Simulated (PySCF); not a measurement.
## diethyl sulfoxide: 4 charge schemes on one density

Diethyl sulfoxide, C₄H₁₀OS.
Geometry (PBE0-D3(BJ)/def2-SVP, Å), atoms numbered from 1 in this order:
```
atom  x, y, z in Å
C1     2.552    0.330   -0.833
C2     1.406   -0.395   -0.159
S3    -0.173    0.323   -0.732
O4    -0.154    1.763   -0.288
C5    -1.263   -0.545    0.452
C6    -2.650    0.058    0.375
H7     2.557    0.156   -1.920
H8     3.517   -0.008   -0.428
H9     2.458    1.412   -0.657
H10    1.385   -1.473   -0.388
H11    1.428   -0.256    0.934
H12   -0.814   -0.401    1.448
H13   -1.244   -1.617    0.197
H14   -3.302   -0.369    1.151
H15   -2.588    1.145    0.529
H16   -3.118   -0.125   -0.604
```

Density: PBE0/pcSseg-1 (PySCF); schemes: Mulliken, IAO, Hirshfeld and ESP-fitted. Isolated species at its PBE0-D3(BJ)/def2-SVP geometry (one conformer only).

Q: Tabulate the Mulliken, IAO, Hirshfeld and ESP-fitted charges.

A: In e:

```tsv
atom	environment	Mulliken	IAO	Hirshfeld	ESP-fitted
C1	methyl carbon	-0.280	-0.418	-0.118	-0.199
C2	sp3 carbon bound to sulfur	-0.406	-0.393	-0.077	-0.020
S3	sulfinyl sulfur	+0.604	+1.048	+0.324	+0.158
O4	sulfinyl oxygen	-0.647	-0.909	-0.376	-0.449
C5	sp3 carbon bound to sulfur	-0.406	-0.393	-0.077	-0.014
C6	methyl carbon	-0.280	-0.418	-0.118	-0.214
H7	methyl hydrogen	+0.126	+0.142	+0.041	+0.076
H8	methyl hydrogen	+0.133	+0.149	+0.048	+0.059
H9	methyl hydrogen	+0.149	+0.163	+0.043	+0.100
H10	methylene hydrogen	+0.144	+0.145	+0.044	+0.054
H11	methylene hydrogen	+0.154	+0.143	+0.044	+0.074
H12	methylene hydrogen	+0.154	+0.143	+0.044	+0.076
H13	methylene hydrogen	+0.145	+0.145	+0.044	+0.055
H14	methyl hydrogen	+0.133	+0.149	+0.048	+0.063
H15	methyl hydrogen	+0.150	+0.163	+0.043	+0.103
H16	methyl hydrogen	+0.126	+0.142	+0.041	+0.079
```

Mean size of the charges over all atoms: IAO 0.316 e, Mulliken 0.252 e, ESP-fitted 0.112 e, Hirshfeld 0.096 e. Each set sums to the total charge, 0, to within 0.001 e. The ESP scheme fits charges at the nuclei, held to the total charge, to the electrostatic potential on points at 1.4 to 2.0 times the van der Waals radii. The IAO scheme projects the occupied orbitals on a minimal set of polarised atomic orbitals and counts the electrons in each atom's part of it.

Lowest charge. All schemes agree: Mulliken O4 (-0.647); IAO O4 (-0.909); Hirshfeld O4 (-0.376); ESP-fitted O4 (-0.449).

Highest charge. All schemes agree: Mulliken S3 (+0.604); IAO S3 (+1.048); Hirshfeld S3 (+0.324); ESP-fitted S3 (+0.158).

Q: Sum the charges by element, for elements with more than one atom.

A: 
| element | atoms | Mulliken | IAO | Hirshfeld | ESP-fitted |
| --- | --- | --- | --- | --- | --- |
| C | 4 | -1.372 | -1.623 | -0.389 | -0.447 |
| H | 10 | +1.415 | +1.484 | +0.441 | +0.738 |

Q: How closely do the schemes follow one another over all atoms?

A: Correlation coefficient and root-mean-square difference: IAO with Hirshfeld 0.98, 0.285 e; Mulliken with IAO 0.98, 0.138 e; Mulliken with Hirshfeld 0.94, 0.180 e; Hirshfeld with ESP-fitted 0.90, 0.065 e; IAO with ESP-fitted 0.85, 0.299 e; Mulliken with ESP-fitted 0.84, 0.194 e.
